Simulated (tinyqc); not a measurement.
Worked calculation: UKS/BLYP in the sto-6g basis, for LiH, spin multiplicity 3. One step of it, computed by the program tinyqc.

Problem. Orthogonalisation. S = U s U^T; symmetric (Loewdin) form X = U s^(-1/2) U^T, so that X^T S X = 1.

overlap S:
```
           1Li 1s    1Li 2s   1Li 2px   1Li 2py   1Li 2pz     2H 1s
1Li 1s   1.000000  0.235742  0.000000  0.000000  0.000000  0.034255
1Li 2s   0.235742  1.000000  0.000000  0.000000  0.000000  0.320221
1Li 2px  0.000000  0.000000  1.000000  0.000000  0.000000  0.000000
1Li 2py  0.000000  0.000000  0.000000  1.000000  0.000000  0.000000
1Li 2pz  0.000000  0.000000  0.000000  0.000000  1.000000  0.440115
2H 1s    0.034255  0.320221  0.000000  0.000000  0.440115  1.000000
```

Give: eigenvalues of S; X.

Solution.

eigenvalues of S: 0.444  0.807  1.000  1.000  1.175  1.574

X:
```
         1Li 1s  1Li 2s  1Li 2px  1Li 2py  1Li 2pz   2H 1s
1Li 1s    1.022  -0.127    0.000    0.000   -0.007   0.016
1Li 2s   -0.127   1.073    0.000    0.000    0.070  -0.203
1Li 2px   0.000   0.000    1.000    0.000    0.000   0.000
1Li 2py   0.000   0.000    0.000    1.000    0.000   0.000
1Li 2pz  -0.007   0.070    0.000    0.000    1.094  -0.274
2H 1s     0.016  -0.203    0.000    0.000   -0.274   1.144
```
